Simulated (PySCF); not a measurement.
## How good is the calculation?

Geometry:
```json
{"atom": "C1", "x (Å)": "1.061", "y (Å)": "1.236", "z (Å)": "0.450"}
{"atom": "C2", "x (Å)": "0.782", "y (Å)": "-0.175", "z (Å)": "-0.075"}
{"atom": "C3", "x (Å)": "1.214", "y (Å)": "-0.319", "z (Å)": "-1.529"}
{"atom": "N4", "x (Å)": "-0.588", "y (Å)": "-0.636", "z (Å)": "0.118"}
{"atom": "C5", "x (Å)": "-0.910", "y (Å)": "-0.977", "z (Å)": "1.477"}
{"atom": "C6", "x (Å)": "-1.615", "y (Å)": "0.158", "z (Å)": "-0.505"}
{"atom": "H7", "x (Å)": "2.136", "y (Å)": "1.467", "z (Å)": "0.396"}
{"atom": "H8", "x (Å)": "0.530", "y (Å)": "1.998", "z (Å)": "-0.143"}
{"atom": "H9", "x (Å)": "0.750", "y (Å)": "1.349", "z (Å)": "1.500"}
{"atom": "H10", "x (Å)": "1.402", "y (Å)": "-0.875", "z (Å)": "0.513"}
{"atom": "H11", "x (Å)": "0.700", "y (Å)": "0.402", "z (Å)": "-2.184"}
{"atom": "H12", "x (Å)": "0.994", "y (Å)": "-1.332", "z (Å)": "-1.894"}
{"atom": "H13", "x (Å)": "2.294", "y (Å)": "-0.134", "z (Å)": "-1.629"}
{"atom": "H14", "x (Å)": "-0.152", "y (Å)": "-1.663", "z (Å)": "1.886"}
{"atom": "H15", "x (Å)": "-1.882", "y (Å)": "-1.495", "z (Å)": "1.512"}
{"atom": "H16", "x (Å)": "-0.982", "y (Å)": "-0.104", "z (Å)": "2.167"}
{"atom": "H17", "x (Å)": "-1.375", "y (Å)": "0.346", "z (Å)": "-1.562"}
{"atom": "H18", "x (Å)": "-1.790", "y (Å)": "1.143", "z (Å)": "-0.017"}
{"atom": "H19", "x (Å)": "-2.571", "y (Å)": "-0.390", "z (Å)": "-0.481"}
```

Non-relativistic Hamiltonian, single conformer, in vacuum, equivalent nuclei averaged. Structure optimised with PBE0-D3(BJ)/def2-SVP; shielding tensors at PBE0/pcSseg-1 (GIAO); PySCF 2.14.

Reference values: measured (solution, not stated per compound (mostly CDCl3 or CCl4); Pretsch, Buehlmann, Badertscher, Structure Determination of Organic Compounds, 4th ed. (2009)).
```tsv
atoms	quantity	reference	computed	computed, scaled
C2	δ 13C	55.5	55.1	52.6
C1/C3	δ 13C	18.7	17.0	15.8
```

Computed shifts are σ(ref) − σ with the named reference compound (TMS for H and C) calculated as an isolated molecule at the same level. The measured values may be among those fitted. Expected solution values come from regression of measured δ (H and C: mostly CDCl3, vs TMS) on computed σ: 13C (scatter 1.9 ppm rms, 2.3 ppm with the 23 outliers that the fit left out). Occasional misses reach two or three times the rms, and more in compound classes unlike the fitted ones.

How far are the unscaled 13C shifts from the references?

Results:

Mean signed difference -1.05 ppm, mean absolute 1.05 ppm over 2 comparisons; the largest is -1.7 ppm at C1/C3 (methyl carbon).

The carbons averaged at δ 17.0 differ by 13 ppm in this conformer.
